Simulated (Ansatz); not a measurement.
Si(NH2)2H2 (SiN₂H₆). Total charge 0; singlet. Geometry PBE-D4/def2-TZVP, basis def2-TZVP, Ansatz.

```
atom   x (Å)   y (Å)   z (Å)
 Si1  -0.193   0.502   0.119
  N2  -1.133  -0.853  -0.389
  H3  -0.964  -1.293  -1.290
  H4  -2.109  -0.917  -0.119
  N5   1.457   0.004   0.193
  H6   1.749  -0.744   0.816
  H7   2.195   0.687   0.057
  H8  -0.858   0.915   1.401
  H9  -0.145   1.700  -0.787
```

| run | HOMO (eV) | LUMO (eV) |
| --- | --- | --- |
| A | -6.27 | 0.32 |
| B | -6.13 | 0.76 |
| C | -6.65 | 1.01 |
| D | -8.57 | 1.64 |
| E | -7.23 | 0.99 |
| F | -5.92 | -0.01 |

**Question.** The runs used B97M-V, BHLYP, LDA (SPW92), PBE0, r2SCAN, r2SCANh. Estimate which is which.

**Answer.** A B97M-V (0 % exact exchange); B r2SCAN (0 % exact exchange); C r2SCANh (10 % exact exchange); D BHLYP (50 % exact exchange); E PBE0 (25 % exact exchange); F LDA (SPW92) (0 % exact exchange). Exact exchange lowers occupied and raises empty levels; among semilocal functionals meta-GGAs tend to open the gap a little, and such runs are hard to tell apart. The gap grows from 5.91 eV (LDA (SPW92)) to 10.21 eV (BHLYP).
